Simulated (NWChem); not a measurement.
**AlClO (SMILES [O]=[Al][Cl]) at 5 levels**

Aim: a comparison of 5 runs (HF/def2-SVP, BLYP/6-31G*, PBE/def2-SVP, PBE0/def2-SVP, B3LYP/6-31G*) of AlClO. 

Program for the calculation: NWChem 7.3.0.

**1. The structure to begin with**

AlClO has 3 atoms, charge 0, and is taken as a singlet. SMILES: `[O]=[Al][Cl]`. Geometry: a GFN2-xTB relaxation, a rough one for these elements and not checked as a minimum.

Bond lengths: O1–Al2 1.566 Å, Al2–Cl3 2.014 Å. Angles: O1–Al2–Cl3 180.0°.

**2. Energy and forces at HF/def2-SVP (run 1)**

File mymol.nw:

```
start mymol
memory total 2200 mb
charge 0

geometry units angstroms noautosym nocenter noautoz
O      0.107470     1.694260     0.245960
Al     0.009340     0.147220     0.021380
Cl    -0.116820    -1.841490    -0.267330
end

basis spherical bse
O library def2-SVP
Al library def2-SVP
Cl library def2-SVP
end

scf
thresh 1e-08
maxiter 80
end

task scf gradient
```

Run with:

```sh
$ nwchem mymol.nw > mymol.out
```

The program printed:

```text
[...]
  functions       =    50
[...]
  wavefunction    = RHF
[...]
         Total SCF energy =   -776.026110469889
      One-electron energy =  -1301.594366890684
      Two-electron energy =    412.247083425301
 Nuclear repulsion energy =    113.321172995494
        Time for solution =      2.3s
[...]
                         RHF ENERGY GRADIENTS
    atom               coordinates                        gradient
                 x          y          z           x          y          z
   1 O       0.203089   3.201687   0.464797   -0.000204  -0.003217  -0.000467
   2 Al      0.017650   0.278205   0.040402   -0.000996  -0.015703  -0.002279
   3 Cl     -0.220758  -3.479912  -0.505180    0.001200   0.018920   0.002747
[...]
```

Run time: 3.9 s. Hardware: 1 thread of Intel Xeon Platinum 8488C (Sapphire Rapids), shared host; peak memory 0.099 GiB.

**3. Energy and forces at BLYP/6-31G(d) (spherical functions) (run 2)**

File run.py:

```python
from ase import Atoms
from ase.calculators.nwchem import NWChem

system = Atoms(['O', 'Al', 'Cl'], positions=[
    [0.107470, 1.694260, 0.245960],
    [0.009340, 0.147220, 0.021380],
    [-0.116820, -1.841490, -0.267330],
])

calc = NWChem(
    label='run',
    theory='dft',
    memory='2200 mb',
    basis='6-31G*',
    basispar='spherical bse',
    dft={'xc': 'becke88 lyp', 'mult': '1', 'grid': 'xfine', 'convergence': 'energy 1e-08', 'iterations': '100', 'mulliken': None},
)
system.calc = calc

forces = system.get_forces()
print("Total energy (eV):", round(system.get_potential_energy(), 6))
print("forces (eV/A):")
for s, f in zip(system.symbols, forces):
    print(f"{s:2s} {f[0]:10.5f} {f[1]:10.5f} {f[2]:10.5f}")
print("dipole (e A):", system.get_dipole_moment().round(4))
```

Run with:

```sh
$ export ASE_NWCHEM_COMMAND="nwchem PREFIX.nwi > PREFIX.nwo"
$ python run.py
```

The program printed:

```text
Total energy (eV): -21166.395885
forces (eV/A):
O     0.17550    2.76702    0.40171
Al   -0.07117   -1.12239   -0.16296
Cl   -0.10434   -1.64463   -0.23875
dipole (e A): [-0.0394 -0.6218 -0.0903]
```

The calculator wrote run.nwi:

```
title "run"

permanent_dir run

scratch_dir run

start run

geometry units angstrom nocenter noautosym noautoz
  O  1.0747000000000000e-01 1.6942600000000001e+00 2.4596000000000001e-01
  Al 9.3399999999999993e-03 1.4721999999999999e-01 2.1380000000000000e-02
  Cl -1.1681999999999999e-01 -1.8414900000000001e+00 -2.6733000000000001e-01
end

memory 2200 mb

basis spherical bse noprint
   * library 6-31G*
end

dft
  xc becke88 lyp
  mult 1
  grid xfine
  convergence energy 1e-08
  iterations 100
  mulliken
end

task dft gradient
```

run.nwo:

```text
Northwest Computational Chemistry Package (NWChem) 7.3.0
             --------------------------------------------------------

           Job information
           ---------------

    nwchem branch   = 7.3.0
    use scalapack   = T
    input           = run.nwi
    prefix          = run.
    data base       = run/run.db
    status          = startup
    nproc           =        1

           Memory information
           ------------------

[... 5 lines left out ...]
    hardfail = no
[... 86 lines left out ...]
  convergence criterion.
[... 38 lines left out ...]
          Spatial weights used:  Erf1
[... 32 lines left out ...]
 1-e energy   =   -1300.041019
[... 43 lines left out ...]
           Coulomb energy =      466.219593025451
[... 425 lines left out ...]
          Convergence on density requested:  1.00D-05
[... 24 lines left out ...]
          total energy or number of iterations.
[... 34 lines left out ...]
                 ----------------------------------------
                 |  Time  |  1-e(secs)   |  2-e(secs)   |
                 ----------------------------------------
                 |  CPU   |       0.00   |       2.46   |
                 ----------------------------------------
                 |  WALL  |       0.00   |       2.46   |
                 ----------------------------------------

 Task  times  cpu:       11.2s     wall:       11.2s
 Total times  cpu:       11.3s     wall:       11.3s
```

It took 12 s on 1 thread of Intel Xeon Platinum 8488C (Sapphire Rapids), shared host; peak memory 0.12 GiB.

Runs 3 to 4 aren't shown in full; the table further down has their settings and results.

**4. Energy and forces at B3LYP/6-31G(d) (Cartesian functions) (run 5)**

File alclo.nw:

```
start alclo
memory stack 880 mb heap 220 mb global 1100 mb
geometry noautosym nocenter noautoz
   O        0.107470       1.694260       0.245960
   Al       0.009340       0.147220       0.021380
   Cl      -0.116820      -1.841490      -0.267330
end
basis
   * library 6-31G*
end
dft
   xc b3lyp
   grid xfine
   convergence energy 1e-08
   iterations 100
   mulliken
   noprint "final vectors analysis"
end
task dft gradient
```

Run with:

```sh
$ nwchem alclo.nw > alclo.out
```

The program printed:

```text
[...]
          Wavefunction type:  closed shell.
          No. of atoms     :     3
          No. of electrons :    38
[...]
          Charge           :     0
          Spin multiplicity:     1
[...]
          AO basis - number of functions:    53
[...]
              XC Information
              --------------
                         B3LYP Method XC Potential
                     Hartree-Fock (Exact) Exchange  0.200
                        Slater Exchange Functional  0.800 local
                    Becke 1988 Exchange Functional  0.720 non-local
              Lee-Yang-Parr Correlation Functional  0.810
                  VWN I RPA Correlation Functional  0.190 local
[...]
 d= 0,ls=0.0,diis     1   -777.6941299006 -8.91D+02  7.43D-02  1.55D+00     1.0
[...]
 d= 0,ls=0.0,diis    11   -777.8928251601 -6.63D-09  7.61D-07  1.43D-09     7.5
         Total DFT energy =     -777.892825160061
      One electron energy =    -1301.876678617649
           Coulomb energy =      466.245683842879
    Exchange-Corr. energy =      -55.583003380785
 Nuclear repulsion energy =      113.321172995494
[...]
  wavefunction    = closed shell
                         DFT ENERGY GRADIENTS
    atom               coordinates                        gradient
                 x          y          z           x          y          z
   1 O       0.203089   3.201687   0.464797   -0.002367  -0.037315  -0.005417
   2 Al      0.017650   0.278205   0.040402    0.000741   0.011674   0.001695
   3 Cl     -0.220758  -3.479912  -0.505180    0.001627   0.025641   0.003722
[...]
```

Run time: 11 s. Hardware: 1 thread of Intel Xeon Platinum 8488C (Sapphire Rapids), shared host; peak memory 0.12 GiB.

**5. All runs side by side**

```tsv
run	level	iteration cap	module	energy (Eh)	dipole moment (D)	HOMO energy (eV)	LUMO energy (eV)	wall time
1	HF/def2-SVP	80	scf	-776.026110	4.47	-11.16	0.62	3.9 s
2	BLYP/6-31G* (spherical functions)	100	dft	-777.850708	3.02	-6.35	-3.18	12 s
3	PBE/def2-SVP	100	dft	-777.214857	3.23	-6.40	-3.10	8.1 s
4	PBE0/def2-SVP	100	dft	-777.264102	3.60	-7.76	-2.30	7.5 s
5	B3LYP/6-31G* (Cartesian functions)	100	dft	-777.892825	3.34	–	–	11 s
```

**6. Summary of results**

| quantity | value |
| --- | --- |
| run 5: total energy | -777.89283 Eh |
| run 5: dipole moment | 3.34 D |
| run 5: largest force on an atom | 1.943 eV/Å |

In words: The dipole moment (its size) runs from 3.02 D (BLYP/6-31G*) to 4.47 D (HF/def2-SVP). The two ends differ in method and basis. Over runs 1, 2, 3, 4 the HOMO–LUMO gap runs from 3.17 eV (BLYP/6-31G*) to 11.78 eV (HF/def2-SVP). Totals of different functionals can't be ranked against each other. All runs together took 43 s, the longest 12 s.
